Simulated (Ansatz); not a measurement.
Zinc-blende BeTe was calculated with r²SCAN+rVV10 (plane waves, PAW; Ansatz, an electronic-structure program).

Input file:

Ansatz 0.2 input:
```yaml
crystal:
  lattice:
    - [0.0, 2.8369868063, 2.8369868063]
    - [2.8369868063, 0.0, 2.8369868063]
    - [2.8369868063, 2.8369868063, 0.0]
  atoms:
    - { symbol: Be, position: [0.0, 0.0, 0.0] }
    - { symbol: Te, position: [0.25, 0.25, 0.25] }
basis:
  ecutwfc: 560
  ecutrho_ratio: 4
  xc_grid: 3
kpoints:
  mp_grid: { grid: [10, 10, 10] }
hamiltonian:
  xc: r2scan
  dispersion: rvv10
  pseudopotentials: { kind: paw }
scf:
  occupations: { method: fermi_dirac, width: 0.01 }
  convergence: { dr2_threshold: 0.0000000002 }
output:
  forces: true
  stress: true
  eigenvalues: true
```

From the output:

```
Crystal: 2 atoms, lattice volume = 45.667 Å³
Basis set: ecut = 560 eV, 1363 PW (Γ), exchange–correlation on 96×96×96 points (27 copies of the dense FFT grid, shifted against one another)
Bands: 13, of which v1, the nominal top of the filled ones, is band 9 counted from 1 (8 counted from 0)
Symmetry: 24 space group operations
Space group: F-43m (ITA 216), of the structure as read, at distance tolerance 3.6e-5 Å
k-points: 47 of 1000 (time reversal used)
Functional: x = r2scan, c = r2scan + rvv10(b = 11.95, C = 0.0093); τ floored in thin density (d = 2e-4 eV/Å³)
SCF iter   1: F=—  HF=-7086.946286 eV  |F-HF|=—  |Δ(HF+E_count)|=         —  Δρ=3.70e-3  dr2=1.03e-2  dr2_τ=1.58e-2
SCF iter   2: F=—  HF=-7086.977418 eV  |F-HF|=—  |Δ(HF+E_count)|=   3.11e-2  Δρ=1.69e-3  dr2=1.10e-3  dr2_τ=3.48e-5
  ...
SCF iter   6: F=—  HF=-7086.977894 eV  |F-HF|=—  |Δ(HF+E_count)|=   6.19e-8  Δρ=4.24e-6  dr2=5.97e-9  dr2_τ=9.52e-11
SCF iter   7: F=-7086.977894 eV  HF=-7086.977894 eV  |F-HF|=1.64e-10  |Δ(HF+E_count)|=   1.20e-8  Δρ=4.73e-7  dr2=7.16e-11  dr2_τ=4.80e-12
SCF 1 converged in 7 iterations: F = -7086.977894 eV  dr2 = 7.16e-11
SCF converged after 7 iterations
Free energy (F): -7086.977894 eV
Internal energy: -7086.977894 eV  (E = F + TS)
E sigma→0 (E₀):  -7086.977894 eV
Fermi energy:    8.109687 eV
--- Stress (GPa, compression-positive) ---
       -1.160313      -0.000000      -0.000000
       -0.000000      -1.160313       0.000000
       -0.000000       0.000000      -1.160313
  P = ⅓ Tr σ = -1.1603 GPa (-11.603 kbar)
```

The cell is one volume of an energy–volume scan, off the minimum.

The PAW data were made under PBE.

The result took about 5 core-seconds (a rough figure).
